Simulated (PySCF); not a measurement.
# BBrH3: the cost of one run

Programs: PySCF 2.14.0. All values are calculated, for the isolated system unless a continuum is named. Atoms count from 0, parts from 1.

### 1 Starting point

5 atoms, charge -1, multiplicity 1; geometry: GFN2-xTB. Parts: 1 = atoms 0–3, `B`, charge 0; 2 = atom 4, `[Br-]`, charge -1. In the given geometry B0 and Br4 of different parts are bonded (2.05 Å), so values for the parts refer to these atom groups.

### 2 Relaxing the molecule at PBE0-D3(BJ)/def2-TZVPD

The job: settings as JSON, then the geometry in Å.

```
{"job": {"xc": "PBE0", "basis": "def2-TZVPD", "d3": "d3bj", "grid": 3, "kind": "geom", "shake": 0.01}, "charge": -1, "multiplicity": 1, "parts": [{"atoms": "0-3", "charge": 0, "multiplicity": 1}, {"atoms": "4-4", "charge": -1, "multiplicity": 1}]}
B     -0.017586     0.394563    -0.002787
H      1.145218     0.184811    -0.005004
H     -0.594004    -0.015315     0.981130
H     -0.532783    -0.003881    -1.013979
Br    -0.273790     2.426062    -0.011342
```

Launch:

```sh
> OMP_NUM_THREADS=1 python cluster_run.py task.json out
```

This one command runs all jobs of the session in turn.

Q: Estimate the wall time and peak memory of this first job on 1 thread of Arm Neoverse N1, shared host.

About 27 s, with a peak of 0.55 GiB.
